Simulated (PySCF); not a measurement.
**Diatomics of Li with the second period**

MP2 with triple-zeta basis sets in PySCF, for the lowest determinant that a PBE0 search found; no spin–orbit coupling. De refers to high-spin ground-configuration atoms.

```tsv
M	basis	reference, frozen orbitals	state (unpaired electrons)	Re (Å)	ωe (cm⁻¹)	De (eV)
Li	x2c-TZVPPall	RHF, 0	singlet (closed shell)	2.751	338	0.68
B	def2-TZVPP	UHF, 1	triplet (σ ↑, π ↑)	2.132	561	1.16
C	x2c-TZVPPall	UHF, 1	quartet (σ ↑, π ↑↑)	1.886	702	2.59
N	x2c-TZVPPall	UHF, 1	triplet (π ↑↑)	1.863	688	1.26
O	x2c-TZVPPall	UHF, 1	doublet (π ↑)	1.695	821	3.42
F	x2c-TZVPPall	RHF, 1	singlet (closed shell)	1.577	904	5.93
```

The shortest bond is that of LiF (1.577 Å), the longest that of Li2 (2.751 Å). LiF is bound most strongly (5.93 eV) and Li2 least (0.68 eV).

The rows differ in basis set, which adds steps of its own.

The state changes along the series, so neighbouring rows are not always alike in their bonding.

Correlated steps freeze the inner cores (0 to 1 orbitals); shallow outer-core shells are correlated. Where the molecule has an RHF reference, its open-shell atoms are computed with UHF. States were picked by a PBE0 search and need not be the measured ground states.
